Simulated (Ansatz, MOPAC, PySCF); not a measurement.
Species: C₃H₃ (charge 0, doublet). SMILES: [C]1=CC1
Geometry from a B3LYP-D3(BJ)/def2-TZVP (Ansatz, a program for electronic structure) optimisation:
```
C
H 1 1.0867
H 1 1.0867 2 115.09
C 1 1.4848 2 120.37 3 157.15
C 4 1.2720 1 70.95 2 102.03
H 5 1.0711 4 160.90 1 -180.00
```
Charge 0, spin multiplicity 2.

Quantity: size of the dipole moment, in D. Terms: UHF or UKS for open shells; no dispersion term unless named; six Cartesian d functions in 6-31G* and its kin unless marked 5d; PM7 with its own dispersion and hydrogen-bond terms; no spin-orbit coupling; non-relativistic. Ab initio and DFT rows: single points at B3LYP-D3(BJ) geometries (Ansatz). Semi-empirical rows: dipoles at the shared geometry.

```json
[
 {"level": "PM7", "program": "MOPAC", "size of the dipole moment (D)": "1.06"},
 {"level": "BP86/def2-SVP", "program": "PySCF", "size of the dipole moment (D)": "1.65"},
 {"level": "BP86/6-31G* (5d)", "program": "PySCF", "size of the dipole moment (D)": "1.62"},
 {"level": "B3LYP/STO-3G", "program": "Ansatz", "size of the dipole moment (D)": "1.08"},
 {"level": "B3LYP/3-21G", "program": "Ansatz", "size of the dipole moment (D)": "1.51"},
 {"level": "B3LYP/6-31G", "program": "Ansatz", "size of the dipole moment (D)": "1.54"}
]
```

No value to compare with is used here. The 6 habitual levels span 1.06 (PM7) to 1.65 D (BP86/def2-SVP).

The levels are drawn from those run, B3LYP/6-31G* more often than the rest, none by its result; runs whose electronic state is in doubt are left out.
